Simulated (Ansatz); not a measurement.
**AlH3Cl− (SMILES [H][Al-]([H])([H])[Cl]): levels of theory compared**

Wanted: a comparison of 6 runs (PBE/STO-3G, UB3LYP/STO-3G, UPBE/STO-3G, revPBE/STO-3G, wB97X/STO-3G, BCCD(T)/STO-3G) of AlH3Cl−. 

The calculation is run with Ansatz 0.2.0.

1 further run of the same task is left out (it didn't finish).

## 1. Starting point

AlH3Cl− has 5 atoms, charge -1, and is taken as a singlet. As SMILES, `[H][Al-]([H])([H])[Cl]`. The H4–Al1 distance was set to 3.216 Å, away from the relaxed value. At this shape a bond of the SMILES string is far longer than usual.

Bond lengths: Al1–Cl2 2.096 Å, Al1–H3 1.609 Å, Al1–H5 1.609 Å. Angles: Cl2–Al1–H3 107.0°, Cl2–Al1–H5 107.4°, H3–Al1–H5 111.7°.

## 2. The energy at PBE/STO-3G (run 1)

job.yaml

```yaml
crystal:
  periodic: [false, false, false]
  atoms:
    - symbol: Al
      position_ang: [0.770479, -1.333531, 0.322013]
    - symbol: Cl
      position_ang: [0.786779, -1.352311, 2.418033]
    - symbol: H
      position_ang: [2.305029, -1.322271, -0.160767]
    - symbol: H
      position_ang: [-0.775390, 1.334390, -0.590440]
    - symbol: H
      position_ang: [0.004819, -2.662081, -0.163937]
basis:
  gaussian:
    orbitals: STO-3G
total_charge: -1
hamiltonian:
  xc: {name: PBE}
accuracy: high
```

Started as:

```sh
ansatz run job.yaml --threads 1 --pin off --max-ram 2610MiB --events-out events.jsonl --progress --plain --runs-dir runs
```

Standard output:

```text
Warning: RAYON_NUM_THREADS=1 ignored (pool sized by the plan → 1); use --threads N
Functional definition: PBE
  name "PBE"
  parameter kappa = 0.804
  parameter beta = 0.06672455060314922
  exchange = pbe_x(kappa = kappa, mu = beta*pi^2/3)
  correlation = pbe_c(beta = beta)
361 factors; integrals over basis functions are off by at most 1.3e-8 eV
mean field evaluation 1: about -18930.9328 eV, gradient 2.9e1 eV
mean field evaluation 2: about -18911.5510 eV, gradient 4.0e1 eV
mean field evaluation 4: about -18930.4770 eV, gradient 3.1e1 eV
mean field evaluation 8: about -18934.3467 eV, gradient 1.2e1 eV
mean field evaluation 16: about -18937.1309 eV, gradient 3.9e-8 eV
mean field -18937.13087868 eV, -695.9267237433 hartree, gradient 3.9e-8 eV, S^2 0.000000; 0 other end points of the search recorded, 0 dependent functions left out
reference -18937.13088071 eV, -695.9267238177 hartree; 17, 17 occupied and 4, 4 virtual orbitals, 361 factors
Total energy: -18937.13088071 eV, -695.9267238177 hartree
```

Wall time 0.77 s (1 thread of Intel Xeon 6975P-C (Granite Rapids), shared host); peak memory 0.11 GiB.

## 3. The energy at UB3LYP/STO-3G (run 2)

molecule.yaml

```yaml
crystal:
  periodic: [false, false, false]
  atoms:
    - {symbol: Al, position_ang: [0.770479, -1.333531, 0.322013]}
    - {symbol: Cl, position_ang: [0.786779, -1.352311, 2.418033]}
    - {symbol: H, position_ang: [2.305029, -1.322271, -0.160767]}
    - {symbol: H, position_ang: [-0.775390, 1.334390, -0.590440]}
    - {symbol: H, position_ang: [0.004819, -2.662081, -0.163937]}
basis:
  gaussian: {orbitals: STO-3G}
total_charge: -1
magnetization: {spin_polarized: true}
hamiltonian: {xc: {name: B3LYP}}
accuracy: high
```

Started as:

```sh
ansatz run molecule.yaml --threads 1 --pin off --max-ram 2610MiB --events-out events.jsonl --progress --plain --runs-dir runs
```

Standard output:

```text
Warning: RAYON_NUM_THREADS=1 ignored (pool sized by the plan → 1); use --threads N
Functional definition: B3LYP
  name "B3LYP"
  parameter a0 = 0.2
  parameter ax = 0.72
  parameter ac = 0.81
  exchange = (1 - a0 - ax)*slater_x + ax*b88_x + a0*exact_x
  correlation = (1 - ac)*vwn_rpa_c + ac*lyp_c
361 factors; integrals over basis functions are off by at most 1.3e-8 eV
mean field evaluation 1: about -18942.0024 eV, gradient 1.8e1 eV
mean field evaluation 2: about -18924.3559 eV, gradient 2.3e1 eV
mean field evaluation 4: about -18947.0591 eV, gradient 8.8e-1 eV
mean field evaluation 8: about -18947.0588 eV, gradient 8.8e-1 eV
mean field evaluation 16: about -18947.1855 eV, gradient 9.0e-1 eV
mean field -18947.31966419 eV, -696.3011547044 hartree, gradient 2.4e-8 eV, S^2 0.476912; 2 other end points of the search recorded, 0 dependent functions left out
reference -18947.31969535 eV, -696.3011558496 hartree; 17, 17 occupied and 4, 4 virtual orbitals, 361 factors
Total energy: -18947.31969535 eV, -696.3011558496 hartree
```

Wall time 2 s (1 thread of Intel Xeon 6975P-C (Granite Rapids), shared host); peak memory 0.15 GiB.

Runs 3 to 5 aren't shown in full; the table further down has their settings and results.

## 4. A single-point energy at BCCD(T)/STO-3G (run 6)

in.yaml

```yaml
basis:
  gaussian: {orbitals: STO-3G}
crystal:
  periodic: [false, false, false]
  atoms:
    - {symbol: Al, position_ang: [0.770479, -1.333531, 0.322013]}
    - {symbol: Cl, position_ang: [0.786779, -1.352311, 2.418033]}
    - {symbol: H, position_ang: [2.305029, -1.322271, -0.160767]}
    - {symbol: H, position_ang: [-0.775390, 1.334390, -0.590440]}
    - {symbol: H, position_ang: [0.004819, -2.662081, -0.163937]}
total_charge: -1
correlation: {method: bccd_t, frozen_orbitals: {Al: 5, Cl: 5, H: 0}}
accuracy: high
scf: {omitted_lower_state_checks: [cluster_reference, increment]}
```

Started as:

```sh
ansatz run in.yaml --threads 1 --pin off --max-ram 2610MiB --events-out events.jsonl --progress --plain --runs-dir runs
```

Standard output (excerpt; [...] marks lines left out):

```text
Warning: RAYON_NUM_THREADS=1 ignored (pool sized by the plan → 1); use --threads N
Functional definition: HF
  name "HF"
[...]
361 factors; integrals over basis functions are off by at most 1.3e-8 eV
[...]
mean field -18913.28493709 eV, -695.0504015530 hartree, gradient 7.2e-8 eV, S^2 0.000000; 0 other end points of the search recorded, 0 dependent functions left out; unrestricted orbitals would lower it
10 core orbitals not correlated: weight in the atoms' cores, before any rotation towards them, 0.999 or more for the frozen orbitals, at most 0.000 for the correlated occupied ones
reference -18913.28493709 eV, -695.0504015530 hartree; 7, 7 occupied and 4, 4 virtual orbitals, 361 factors
second order -1.68365661 eV of doubles, -0.00000000 eV of singles
cycle   1  -1.82412414 eV  change   -4.3e-1 eV  update   1.5e-1
[...]
cycle  23  -2.77195776 eV  change  -5.3e-10 eV  update  4.1e-10
perturbative correction -0.08149534 eV, -0.0029948985 hartree
WARN: these amplitudes may be one of several solutions (largest doubles amplitude 0.50, level shift 2.60 eV)
Total energy: -18916.13839019 eV, -695.1552640203 hartree
Checks for a lower state left out: cluster_reference, increment
```

Wall time 0.18 s (1 thread of Intel Xeon 6975P-C (Granite Rapids), shared host).

## 5. The series

```
run           level  frozen core orbitals  energy (Eh)  wall time
  1      PBE/STO-3G                     –  -695.926724     0.77 s
  2   UB3LYP/STO-3G                     –  -696.301156        2 s
  3     UPBE/STO-3G                     –  -695.930805      3.3 s
  4   revPBE/STO-3G                     –  -696.154448     0.64 s
  5    wB97X/STO-3G                     –  -696.257565      2.9 s
  6  BCCD(T)/STO-3G                    10  -695.155264     0.18 s
```

## 6. What came out

```
                                           quantity          value
                                run 6: total energy  -695.15526 Eh
run 6: correlation energy (10 core orbitals frozen)     -104.9 mEh
                              run 6: (T) correction      -2.99 mEh
```

**Reading.** Totals of different functionals can't be ranked against each other. In run 6 the log says that unrestricted orbitals would lower the reference, so the values rest on an unstable closed-shell determinant (other closed-shell runs at this shape may share the fault). In runs 1, 2, 3, 4, 5, 6 the basis is minimal, so the values are rough. Spin contamination of the reference: run 2 ⟨S²⟩ = 0.48, run 3 ⟨S²⟩ = 0.37. All runs together took 9.8 s, the longest 3.3 s.
